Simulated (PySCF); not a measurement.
# C6H6: the cost of one run

Computed with PySCF 2.14.0 and routines of our own; the level stands in each step. Atoms count from 0.

## 1. The starting structure

12 atoms, charge 0, multiplicity 1; geometry from: GFN2-xTB.

## 2. Relaxing the molecule at PBE0/def2-SVP

Job settings and geometry (Å):

```
{"job": {"xc": "PBE0", "basis": "def2-SVP", "grid": 1, "kind": "geom"}, "charge": 0, "multiplicity": 1}
C      0.955257     1.002107    -0.020850
C      1.345557    -0.326291    -0.014602
C      0.390424    -1.328534     0.003331
C     -0.955146    -1.002293     0.015758
C     -1.345527     0.326150     0.010127
C     -0.390269     1.328293    -0.007613
H      1.700830     1.784013    -0.035341
H      2.395560    -0.580808    -0.023765
H      0.695148    -2.365161     0.008233
H     -1.700583    -1.784294     0.029811
H     -2.395433     0.581151     0.020213
H     -0.694620     2.364981    -0.011329
```

Run with:

```sh
$ OMP_NUM_THREADS=1 python excited_run.py task.json out
```

The driver reads the jobs from task.json and runs them one after another.

**Question.** How long does this first job take on 1 thread of Arm Neoverse V1, shared host, and how much memory does it need?

About 9.3 s, with a peak of 0.5 GiB.
